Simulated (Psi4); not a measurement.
**NH3S (Thiohydroxylamine): a chain of runs**

Aim: a structure relaxation (singlet NH3S, HF-3c/MINIX), then a single-point energy (doublet NH3S+, UHF-3c/MINIX), then a structure relaxation (doublet NH3S+, UHF-3c/MINIX), then a single-point energy (singlet NH3S, HF-3c/MINIX) of H3NS. 

The results are computed with Psi4 1.11.

### 1 The molecule

The species is NH3S (5 atoms), meant as a singlet with charge 0. SMILES: `NS`. The coordinates come from a GFN2-xTB relaxation. This is one conformer, not always the lowest. The run starts from this shape.

Bond lengths: N1–S2 1.719 Å, N1–H3 1.015 Å, N1–H4 1.015 Å, S2–H5 1.338 Å. Angles: N1–S2–H5 95.5°, S2–N1–H3 109.8°, S2–N1–H4 109.7°, H3–N1–H4 108.9°.

### 2 A structure relaxation at HF-3c/MINIX (density fitting) (run 1)

Contents of job.in:

```
memory 1600 MB

molecule system {
  N     -0.30757182    -0.95884704    -0.43784954
  S      0.31798421     1.80349792     1.15335655
  H      0.02842148    -2.45794787     0.70945988
  H     -2.14670998    -0.99157709    -0.98116470
  H      2.10787611     2.60487408    -0.44382108
  units au
}

set reference rks

optimize('hf-3c')
```

Started as:

```bash
$ psi4 -n 1 job.in job.out
```

job.out:

```text
Psi4 1.11 release

gradient() will perform analytic gradient computation.

   => Loading Basis Set <=

    Name: MINIX
    Role: ORBITAL
    Keyword: BASIS

   => HF3C: Empirical Dispersion <=

        s6 =       1.000000
        s8 =       0.877700
        a1 =       0.417100
        a2 =       2.914900

         ---------------------------------------------------------
                                   SCF
                              RKS Reference
                        1 Threads,   1525 MiB Core
         ---------------------------------------------------------

  ==> Geometry <==

    Molecular point group: c1
    Full point group: C1

    Geometry (in Bohr), charge = 0, multiplicity = 1:

       Center              X                  Y                   Z               Mass
    ------------   -----------------  -----------------  -----------------  -----------------
         N           -0.426945976602    -1.844249470860    -1.050577676274    14.003074004430
         S            0.198610053398     0.918095489140     0.540628413726    31.972071174400
         H           -0.090952676602    -3.343350300860     0.096731743726     1.007825032230
         H           -2.266084136602    -1.876979520860    -1.593892836274     1.007825032230
         H            1.988501953398     1.719471649140    -1.056549216274     1.007825032230

  Running in c1 symmetry.

  Rotational constants: A =      4.89234  B =      0.47606  C =      0.46687 [cm^-1]
  Rotational constants: A = 146668.63850  B =  14271.97723  C =  13996.46913 [MHz]
  Nuclear repulsion =   57.857555782838908

  Charge       = 0
  Multiplicity = 1
  Electrons    = 26
  Nalpha       = 13
  Nbeta        = 13

  ==> Algorithm <==

  SCF Algorithm Type is DF.
  DIIS enabled.
  MOM disabled.
  Fractional occupation disabled.
  Guess Type is SAD.
  Energy threshold   = 1.00e-08
  Density threshold  = 1.00e-08
  Integral threshold = 1.00e-12

  ==> Primary Basis <==

  Basis Set: MINIX
    Blend: MINIX
    Number of shells: 12
    Number of basis functions: 22
    Number of Cartesian functions: 23
    Spherical Harmonics?: true
    Max angular momentum: 2

   => Loading Basis Set <=

    Name: (MINIX AUX)
    Role: JKFIT
    Keyword: DF_BASIS_SCF

  ==> Integral Setup <==

  DFHelper Memory: AOs need 0.002 GiB; user supplied 1.118 GiB.
  SCF_SUBTYPE=INCORE selected. In-core MEM_DF algorithm will be used.
  Using in-core AOs.

  ==> MemDFJK: Density-Fitted J/K Matrices <==

    J tasked:                   Yes
    K tasked:                   Yes
    wK tasked:                   No
    Memory [MiB]:              1144
    Algorithm:                 Core
    Schwarz Cutoff:           1E-12
    Mask sparsity (%):       0.4132
    Fitting Condition:        1E-10

   => Auxiliary Basis Set <=

  Basis Set: (MINIX AUX)
    Blend: DEF2-UNIVERSAL-JKFIT
    Number of shells: 81
    Number of basis functions: 259
    Number of Cartesian functions: 308
    Spherical Harmonics?: true
    Max angular momentum: 4

  Minimum eigenvalue in the overlap matrix is 2.7375196641E-01.
  Reciprocal condition number of the overlap matrix is 1.2698790262E-01.
    Using symmetric orthogonalization.

  ==> Pre-Iterations <==

  SCF Guess: Superposition of Atomic Densities via on-the-fly atomic UHF (no occupation information).

   -------------------------
    Irrep   Nso     Nmo
   -------------------------
     A         22      22
   -------------------------
    Total      22      22
   -------------------------

  ==> Iterations <==

                           Total Energy        Delta E     RMS |[F,P]|

   @DF-RKS iter SAD:  -450.32132821179982   -4.50321e+02   0.00000e+00
   @DF-RKS iter   1:  -451.33440115261959   -1.01307e+00   7.30352e-03 DIIS/ADIIS
   @DF-RKS iter   2:  -451.35781232452268   -2.34112e-02   1.74453e-03 DIIS/ADIIS
   @DF-RKS iter   3:  -451.35923986056571   -1.42754e-03   4.39958e-04 DIIS/ADIIS
   @DF-RKS iter   4:  -451.35935725535330   -1.17395e-04   1.17382e-04 DIIS/ADIIS
   @DF-RKS iter   5:  -451.35936473609871   -7.48075e-06   3.56854e-05 DIIS
   @DF-RKS iter   6:  -451.35936607691934   -1.34082e-06   1.31575e-05 DIIS
   @DF-RKS iter   7:  -451.35936626465679   -1.87737e-07   2.55413e-06 DIIS
   @DF-RKS iter   8:  -451.35936627162357   -6.96679e-09   4.57567e-07 DIIS
   @DF-RKS iter   9:  -451.35936627180200   -1.78431e-10   8.03872e-08 DIIS
   @DF-RKS iter  10:  -451.35936627180689   -4.88853e-12   9.73964e-09 DIIS
  Energy and wave function converged.

  ==> Post-Iterations <==

    Orbital Energies [Eh]
    ---------------------

    Doubly Occupied:

       1A    -91.305471     2A    -15.400252     3A     -8.920895
       4A     -6.570602     5A     -6.568475     6A     -6.565899
       7A     -1.173898     8A     -0.904022     9A     -0.653308
      10A     -0.571422    11A     -0.538732    12A     -0.386900
      13A     -0.359523

    Virtual:

      14A      0.274849    15A      0.420876    16A      0.658117
      17A      0.659667    18A      0.905734    19A      0.926269
      20A      0.975063    21A      1.050736    22A      1.228643

    Final Occupation by Irrep:
              A
    DOCC [    13 ]
    NA   [    13 ]
    NB   [    13 ]

  @DF-RKS Final Energy:  -451.35936627180689

   => Energetics <=

    Nuclear Repulsion Energy =             57.8575557828389080
    One-Electron Energy =                -738.6005212515974563
    Two-Electron Energy =                 229.3808614458061470
    Total Energy =                       -451.3593662718068913

Computation Completed

Properties will be evaluated at   0.000000,   0.000000,   0.000000 [a0]

Properties computed using the SCF density matrix

 Multipole Moments:

[... 114 lines left out ...]
	Measures of convergence in internal coordinates in au.
[... 115 lines left out ...]
   @DF-RKS iter   5:  -451.36204984132650   -2.89156e-07   6.86448e-06 DIIS
[... 19 lines left out ...]
    One-Electron Energy =                -736.6993279996613637
[... 111 lines left out ...]
	  Convergence Criteria     1.00e-06 *    3.00e-04 *             o    1.20e-03 *             o
[... 79 lines left out ...]
   @DF-RKS iter   7:  -451.36288908505759   -3.05135e-10   5.80916e-08 DIIS
[... 33 lines left out ...]
 Dipole X            :         -0.0786263           -0.0987302           -0.1773565
[... 168 lines left out ...]
   @DF-RKS iter   1:  -451.36322385903009    1.37094e-02   4.39445e-04 DIIS/ADIIS
[... 8 lines left out ...]
  Energy and wave function converged.
[... 33 lines left out ...]
 Dipole Z            :          1.3030818           -1.4683217           -0.1652399
[... 168 lines left out ...]
   @DF-RKS iter   3:  -451.36353964137385   -1.17181e-05   1.19566e-05 DIIS
[... 16 lines left out ...]
  @DF-RKS Final Energy:  -451.36353973598540
[... 109 lines left out ...]
	Measures of convergence in internal coordinates in au.
[... 84 lines left out ...]
   @DF-RKS iter   5:  -451.36363079287599   -1.70229e-09   5.65063e-07 DIIS
[... 19 lines left out ...]
    Two-Electron Energy =                 229.7751424290196951
[... 181 lines left out ...]
                           Total Energy        Delta E     RMS |[F,P]|
[... 9 lines left out ...]
   @DF-RKS iter   8:  -451.36379586264576   -2.89901e-12   1.29336e-08 DIIS
[... 33 lines left out ...]
 Dipole X            :         -0.0558443            0.0152108           -0.0406335
[... 168 lines left out ...]
   @DF-RKS iter   1:  -451.36371477245433    1.28226e-03   7.04722e-04 DIIS/ADIIS
[... 8 lines left out ...]
  Energy and wave function converged.
[... 33 lines left out ...]
 Dipole Z            :          1.2742154           -1.7321874           -0.4579720
[... 168 lines left out ...]
   @DF-RKS iter   3:  -451.36284414476944   -2.04459e-04   1.14763e-04 DIIS/ADIIS
[... 16 lines left out ...]
  @DF-RKS Final Energy:  -451.36285074385910
[... 109 lines left out ...]
	Measures of convergence in internal coordinates in au.
[... 84 lines left out ...]
   @DF-RKS iter   5:  -451.36426253974327   -1.58815e-08   1.36601e-06 DIIS
[... 19 lines left out ...]
    One-Electron Energy =                -740.0456268569835174
[... 111 lines left out ...]
	  Convergence Criteria     1.00e-06 *    3.00e-04 *             o    1.20e-03 *             o
[... 79 lines left out ...]
   @DF-RKS iter   7:  -451.36435383452329   -3.67777e-11   4.20721e-08 DIIS
[... 19 lines left out ...]
    Total Energy =                       -451.3643538345255593
[... 182 lines left out ...]
   @DF-RKS iter   0:  -451.35336399292720   -4.51353e+02   3.94436e-03
[... 8 lines left out ...]
  Energy and wave function converged.
[... 33 lines left out ...]
 Dipole Z            :          1.2531106           -1.9635891           -0.7104785
[... 168 lines left out ...]
   @DF-RKS iter   3:  -451.36451317966760   -4.82708e-05   5.62748e-05 DIIS
[... 19 lines left out ...]
    Nuclear Repulsion Energy =             58.2437095014700432
[... 110 lines left out ...]
	   Step    Total Energy     Delta E     Max Force     RMS Force      Max Disp      RMS Disp
[... 80 lines left out ...]
   @DF-RKS iter   6:  -451.36459562237934   -3.25542e-10   1.75149e-07 DIIS
[... 19 lines left out ...]
    Total Energy =                       -451.3645956224100928
[... 182 lines left out ...]
   @DF-RKS iter   0:  -451.36413002153176   -4.51364e+02   7.23727e-04
[... 8 lines left out ...]
  Energy and wave function converged.
[... 33 lines left out ...]
 Dipole Z            :          1.2514084           -1.9172940           -0.6658857
[... 168 lines left out ...]
   @DF-RKS iter   3:  -451.36460990362428   -1.49068e-07   1.39828e-06 DIIS
[... 19 lines left out ...]
    One-Electron Energy =                -739.4222498046036662
[... 111 lines left out ...]
	  Convergence Criteria     1.00e-06 *    3.00e-04 *             o    1.20e-03 *             o
[... 79 lines left out ...]
  Energy and wave function converged.
[... 1 line left out ...]
  ==> Post-Iterations <==

    Orbital Energies [Eh]
    ---------------------

    Doubly Occupied:

       1A    -91.313221     2A    -15.386164     3A     -8.924719
       4A     -6.574649     5A     -6.572352     6A     -6.569971
       7A     -1.162380     8A     -0.895996     9A     -0.660959
      10A     -0.604945    11A     -0.502753    12A     -0.381645
      13A     -0.357129

    Virtual:

      14A      0.299718    15A      0.396833    16A      0.671708
      17A      0.673568    18A      0.914833    19A      0.935057
      20A      1.013344    21A      1.056293    22A      1.246458

    Final Occupation by Irrep:
              A
    DOCC [    13 ]
    NA   [    13 ]
    NB   [    13 ]

  @DF-RKS Final Energy:  -451.36460997280983

   => Energetics <=

    Nuclear Repulsion Energy =             58.2566070341954045
    One-Electron Energy =                -739.4269082819321284
    Two-Electron Energy =                 229.8065712219034253
    Total Energy =                       -451.3646099728098307

Computation Completed

Properties will be evaluated at   0.000000,   0.000000,   0.000000 [a0]

Properties computed using the SCF density matrix

 Multipole Moments:

 ------------------------------------------------------------------------------------
     Multipole            Electronic (a.u.)      Nuclear  (a.u.)        Total (a.u.)
 ------------------------------------------------------------------------------------

 L = 1.  Multiply by 2.5417464519 to convert [e a0] to [Debye]
 Dipole X            :          0.0128035            0.2189088            0.2317123
 Dipole Y            :          1.4642686           -1.8908794           -0.4266108
 Dipole Z            :          1.2543684           -1.9223140           -0.6679456
 Magnitude           :                                                    0.8257352

 ------------------------------------------------------------------------------------

	total time  =          0 seconds =       0.00 minutes

         ------------------------------------------------------------
                                   SCF GRAD
         ------------------------------------------------------------

  ==> Geometry <==

    Molecular point group: c1
    Full point group: C1

    Geometry (in Bohr), charge = 0, multiplicity = 1:

       Center              X                  Y                   Z               Mass
    ------------   -----------------  -----------------  -----------------  -----------------
         N           -0.764113098828    -1.858252268861    -0.631084959740    14.003074004430
         S            0.321114778524     0.935034299097     0.398963501387    31.972071174400
         H            0.274752907427    -3.432493473395    -0.363975836623     1.007825032230
         H           -1.965810647408    -1.918866924866    -2.107932685178     1.007825032230
         H            2.120921756705     1.507698058468    -1.416226762301     1.007825032230

  Nuclear repulsion =   58.256607034195405

   => Auxiliary Basis Set <=

  Basis Set: (MINIX AUX)
    Blend: DEF2-UNIVERSAL-JKFIT
    Number of shells: 81
    Number of basis functions: 259
    Number of Cartesian functions: 308
    Spherical Harmonics?: true
    Max angular momentum: 4

  -Total Gradient:
     Atom            X                  Y                   Z
    ------   -----------------  -----------------  -----------------
       1        0.000007274938     0.000006056801     0.000000912539
       2        0.000004016831     0.000014178388     0.000004423849
       3       -0.000006815506    -0.000005827170    -0.000006719665
       4        0.000000210348    -0.000009388995    -0.000000952122
       5       -0.000004686610    -0.000005019021     0.000002335401

	total time  =          0 seconds =       0.00 minutes

    			-----------------------------------------

    			 OPTKING 3.0: for geometry optimizations

    			        with contributions from

    			-----------------------------------------

	                            ===> Fragment 1 <==

	 Z (Atomic Numbers)          Masses                          Geom
	       7.000000            14.003074         -0.76411310 -1.85825227 -0.63108496
	      16.000000            31.972071          0.32111478  0.93503430  0.39896350
	       1.000000             1.007825          0.27475291 -3.43249347 -0.36397584
	       1.000000             1.007825         -1.96581065 -1.91886692 -2.10793269
	       1.000000             1.007825          2.12092176  1.50769806 -1.41622676

	 - Coordinate -           - BOHR/RAD -       - ANG/DEG -
	 R(1,2)           =         3.168780           1.676846
	 R(1,3)           =         1.904948           1.008055
	 R(1,4)           =         1.904949           1.008056
[... 6 lines of this table left out ...]
	 D(4,1,2,5)       =        -1.336455         -76.573226

	        --- Internal Coordinate Step in ANG or DEG, aJ/ANG or AJ/DEG ---
	-------------------------------------------------------------------------------
	           Coordinate      Previous         Force          Change          New
	           ----------      --------        ------          ------        ------
	               R(1,2)       1.67685       -0.00008       -0.00000       1.67684
	               R(1,3)       1.00805       -0.00000        0.00000       1.00806
	               R(1,4)       1.00806       -0.00001        0.00000       1.00806
[... 6 lines of this table left out ...]
	           D(4,1,2,5)     -76.57323        0.00000        0.01018     -76.56305
	-------------------------------------------------------------------------------

	                                 ==> Convergence Check <==

	Measures of convergence in internal coordinates in au.

	Criteria marked as inactive (o), active & met (*), and active & unmet ( ).

	----------------------------------------------------------------------------------------------
	   Step    Total Energy     Delta E     Max Force     RMS Force      Max Disp      RMS Disp
	----------------------------------------------------------------------------------------------
	  Convergence Criteria     1.00e-06 *    3.00e-04 *             o    1.20e-03 *             o
	----------------------------------------------------------------------------------------------
	    17    -451.36460997   -6.79e-08 *    1.27e-05 *    7.45e-06 o    1.78e-04 *    8.42e-05 o  ~
	----------------------------------------------------------------------------------------------

Next Geometry in Ang
	Fragment 1 (Ang)

	    N  -0.4044150963  -0.9833705984  -0.3339033947
	    S   0.1699248724   0.4947664427   0.2111176655
	    H   0.1454373787  -1.8163659387  -0.1926077823
	    H  -1.0402351966  -1.0153788385  -1.1154986251
	    H   1.1223376677   0.7978245071  -0.7494538335

    Final optimized geometry and variables:
    Molecular point group: c1
    Full point group: C1

    Geometry (in Bohr), charge = 0, multiplicity = 1:

    N           -0.764113098828    -1.858252268861    -0.631084959740
    S            0.321114778524     0.935034299097     0.398963501387
    H            0.274752907427    -3.432493473395    -0.363975836623
    H           -1.965810647408    -1.918866924866    -2.107932685178
    H            2.120921756705     1.507698058468    -1.416226762301

    Psi4 run time: 0:00:05.91

[set-up sections that repeat, and orbital energies of the middle runs, are left out above]
```

The script printed:

```text
Optimizer: Optimization complete!
```

Run time: 6.9 s. Hardware: 1 thread of Intel Xeon 6975P-C (Granite Rapids), shared host; peak memory 0.22 GiB.

Steps, from the record of the run:

| step | energy from the first frame kept (eV) | largest force (eV/Å) |
| --- | --- | --- |
| 0 | 0.0000 | 1.4127 |
| 1 | -0.0730 | 0.7510 |
| 2 | -0.0959 | 0.5370 |
| 3 | -0.1088 | 0.1837 |
| 4 | -0.1136 | 0.1157 |
| 5 | -0.1160 | 0.0771 |
| 6 | -0.1205 | 0.0889 |
| 7 | -0.1282 | 0.2083 |
| 8 | -0.0948 | 1.7600 |
| 9 | -0.1332 | 0.5154 |
| 10 | -0.1357 | 0.5519 |
| 11 | -0.1405 | 0.1473 |
| 12 | -0.1401 | 0.1618 |
| 13 | -0.1423 | 0.0699 |
| 14 | -0.1427 | 0.0212 |
| 15 | -0.1427 | 0.0056 |
| 16 | -0.1427 | 0.0008 |

After the run. Bond lengths: N1–S2 1.677 Å, N1–H3 1.008 Å, N1–H4 1.008 Å, S2–H5 1.386 Å. Angles: N1–S2–H5 101.7°, S2–N1–H3 119.7°, S2–N1–H4 119.7°, H3–N1–H4 115.2°.

### 3 The doublet cation: a single-point energy at UHF-3c/MINIX (density fitting) (run 2)

Contents of job.dat:

```
memory 1.6 GB

molecule molecule1 {
  1 2
  N     -0.64473865    -0.97284991    -0.01835680
  S      0.44048949     1.82043743     1.01169134
  H      0.39412695    -2.54709192     0.24875221
  H     -1.84643628    -1.03346476    -1.49520422
  H      2.24029678     2.39310003    -0.80349832
  units bohr
}

set {
  reference uks
}

E = energy("hf-3c")
print_variables()
```

Started as:

```bash
$ psi4 -i job.dat -o job.out -n 1
```

job.out, cut to the lines that bear on the results:

```text
[...]
  Running in c1 symmetry.
[...]
  Nuclear repulsion =   58.256598558141057
[...]
  Multiplicity = 2
[...]
  Nalpha       = 13
  Nbeta        = 12
[...]
    Number of basis functions: 22
[...]
   @DF-UKS iter   1:  -450.95729903825242   -6.06698e-01   1.57927e-02 DIIS/ADIIS
[...]
   @DF-UKS iter  11:  -451.04958946361160   -1.68662e-08   9.89804e-07 DIIS
[...]
   @S^2 Observed:                7.649370059E-01
[...]
    Orbital Energies [Eh]
    ---------------------
    Alpha Occupied:
       1A    -91.660336     2A    -15.947471     3A     -9.262989
       4A     -6.913030     5A     -6.909827     6A     -6.907223
       7A     -1.624270     8A     -1.244393     9A     -1.080896
      10A     -1.003714    11A     -0.937793    12A     -0.754775
      13A     -0.646977
    Alpha Virtual:
      14A     -0.052381    15A      0.087040    16A      0.268419
      17A      0.283064    18A      0.615987    19A      0.620169
      20A      0.679054    21A      0.745083    22A      0.903239
[...]
  @DF-UKS Final Energy:  -451.04958946361160
   => Energetics <=
    Nuclear Repulsion Energy =             58.2565985581410573
    One-Electron Energy =                -730.0198017896450438
    Two-Electron Energy =                 220.7144936938591968
    Total Energy =                       -451.0495894636115963
  UHF NO Occupations:
  HONO-2 :   11  A 1.9975764
  HONO-1 :   12  A 1.9973821
[...]
 Multipole Moments:
 ------------------------------------------------------------------------------------
     Multipole            Electronic (a.u.)      Nuclear  (a.u.)        Total (a.u.)
 ------------------------------------------------------------------------------------
 L = 1.  Multiply by 2.5417464519 to convert [e a0] to [Debye]
 Dipole X            :         -0.2502620            0.2189086           -0.0313534
 Dipole Y            :          0.5218705           -1.8908808           -1.3690103
 Dipole Z            :          0.7744415           -1.9223134           -1.1478720
 Magnitude           :                                                    1.7868359
[...]
```

Run time: 2.5 s. Hardware: 1 thread of Intel Xeon 6975P-C (Granite Rapids), shared host; peak memory 0.19 GiB.

[end of part 1 of 2]
